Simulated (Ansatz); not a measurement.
Species: CH2Cl2, SMILES `ClCCl` with one electron removed (charge 1, multiplicity 2), formula CH$_{2}$Cl$_{2}$.

Question: How many basis functions does frozen-core CCSD(T)/cc-pVTZ // PBE0-D4/def2-TZVP in Ansatz (a program for electronic structure) use, how many core orbitals are frozen, and how many electrons are correlated?

Answer: 126 basis functions and 11 frozen orbitals, which leaves 19 correlated electrons. Core time is of the order of minutes.
